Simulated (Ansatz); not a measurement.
# C3H5ClF2: one species, many methods

The task here is to estimate one member of a computed series from the others.

Method: functionals in def2-TZVPP, the program's frozen cores in correlated methods; program: Ansatz 0.2.0, Gaussian basis.

Plan: LDA (SPW92), PBE-D4, revPBE-D4, BLYP-D4, r2SCAN-D4, B97M-V, PBE0-D4, B3LYP-D4, r2SCANh-D4, r2SCAN0-D4, HSE06-D4, BHLYP-D4, CAM-B3LYP-D4, LC-ωPBE, ωB97X-V, ωB97M-V, B2PLYP, PBE-QIDH; CCSD(T)/def2-SVP; CCSD(T)/def2-TZVPP; MP2/def2-QZVPP; extrapolation to the limit; RPA on PBE.

## The geometry

An earlier PBE0-D4 in a triple-zeta def2 set relaxation fixed the geometry.

SMILES `C[C@@H](F)[C@H](F)Cl`, 11 atoms, charge 0, spin multiplicity 1.

Atoms are counted from 1 here; the program's logs count them from 0.

Bond lengths: C1–C2 1.505 Å, C1–H7 1.090 Å, C1–H8 1.092 Å, C1–H9 1.089 Å, C2–F3 1.386 Å, C2–C4 1.517 Å, C2–H10 1.095 Å, C4–F5 1.355 Å, C4–Cl6 1.774 Å, C4–H11 1.092 Å. Angles: C2–C1–H7 109.0°, C2–C1–H8 110.7°, C2–C1–H9 110.9°, H7–C1–H8 108.5°, H7–C1–H9 108.7°, H8–C1–H9 108.9°, C1–C2–F3 108.9°, C1–C2–C4 114.2°, C1–C2–H10 111.9°, F3–C2–C4 105.8°, F3–C2–H10 107.4°, C4–C2–H10 108.2°, C2–C4–F5 109.7°, C2–C4–Cl6 110.5°, C2–C4–H11 111.8°, F5–C4–Cl6 108.8°, F5–C4–H11 108.6°, Cl6–C4–H11 107.5°.

Coordinates:

```xyz
11
C3H5ClF2
C     0.0834   -0.5394    1.2025
C     0.5945    0.0113   -0.1019
F     1.3191   -0.9747   -0.7524
C    -0.4965    0.4279   -1.0699
F     0.0607    0.8777   -2.2197
Cl   -1.4859    1.7232   -0.3692
H     0.9252   -0.9193    1.7822
H    -0.6148   -1.3609    1.0272
H    -0.4194    0.2343    1.7815
H     1.2635    0.8650    0.0486
H    -1.1645   -0.4022   -1.3084
```

The first run:

The input, in.yaml:

```yaml
crystal:
  periodic: [false, false, false]
  atoms:
    - {symbol: C, position_ang: [0.083418, -0.539354, 1.202463]}
    - {symbol: C, position_ang: [0.594494, 0.011281, -0.101903]}
    - {symbol: F, position_ang: [1.319064, -0.974689, -0.752394]}
    - {symbol: C, position_ang: [-0.496495, 0.427904, -1.069899]}
    - {symbol: F, position_ang: [0.060719, 0.877715, -2.219694]}
    - {symbol: Cl, position_ang: [-1.485921, 1.723217, -0.369162]}
    - {symbol: H, position_ang: [0.925193, -0.919287, 1.782227]}
    - {symbol: H, position_ang: [-0.614796, -1.360878, 1.027220]}
    - {symbol: H, position_ang: [-0.419366, 0.234332, 1.781486]}
    - {symbol: H, position_ang: [1.263482, 0.865005, 0.048632]}
    - {symbol: H, position_ang: [-1.164490, -0.402246, -1.308375]}
basis:
  gaussian: {orbitals: def2-TZVPP}
hamiltonian: {xc: lda}
output: {orbitals: {seedname: orbitals}}
```

The run is started by

```
> ansatz run in.yaml --threads 4 --pin off --events-out ev --progress --plain --max-ram 10444MiB
```

Among the steps run: LDA; PBE-D4 (GGA); revPBE-D4 (GGA); BLYP-D4 (GGA); r2SCAN-D4 (meta-GGA); B97M-V (meta-GGA); B3LYP-D4 (hybrid); r2SCANh-D4 (hybrid); r2SCAN0-D4 (hybrid); HSE06-D4 (hybrid); BHLYP-D4 (hybrid); CAM-B3LYP-D4 (range-separated); LC-ωPBE (range-separated); ωB97X-V (range-separated); ωB97M-V (range-separated); B2PLYP (double hybrid); PBE-QIDH (double hybrid).

One of the session's tables, all rows but one given; the rest of the session is left out.

It belongs to the step «Orbital energies across the functionals». 

| functional | HOMO (eV) | LUMO (eV) | gap (eV) |
| --- | --- | --- | --- |
| LDA (SPW92) | -7.60 | -0.96 | 6.64 |
| PBE-D4 | -7.45 | -0.70 | 6.75 |
| revPBE-D4 | -7.38 | -0.59 | 6.79 |
| BLYP-D4 | -7.35 | -0.61 | 6.74 |
| r2SCAN-D4 | -7.80 | -0.41 | 7.39 |
| B97M-V | -7.94 | -0.35 | 7.59 |
| PBE0-D4 | -8.96 | 0.45 | 9.41 |
| B3LYP-D4 | -8.72 | 0.14 | 8.86 |
| r2SCANh-D4 | -8.35 | 0.01 | 8.36 |
| r2SCAN0-D4 | -9.18 | 0.64 | 9.82 |
| HSE06-D4 | -8.55 | 0.07 | 8.61 |
| BHLYP-D4 | ? | ? | ? |
| CAM-B3LYP-D4 | -10.42 | 1.58 | 12.00 |
| LC-ωPBE | -11.80 | 2.91 | 14.70 |
| ωB97X-V | -11.44 | 2.77 | 14.20 |
| ωB97M-V | -11.29 | 2.53 | 13.82 |

Q: Estimate the row for BHLYP-D4 from the others.

Worked estimate for «HOMO (eV)». Against the share of exact exchange, BLYP-D4 (0, -7.35), B3LYP-D4 (0.2, -8.72) give a slope of -6.85 per unit share; at 0.5 the line stands at -10.77.

**Answer.** HOMO (eV): -10.36; LUMO (eV): 1.58; gap (eV): 11.94. In «HOMO (eV)» the line misses by -0.41.
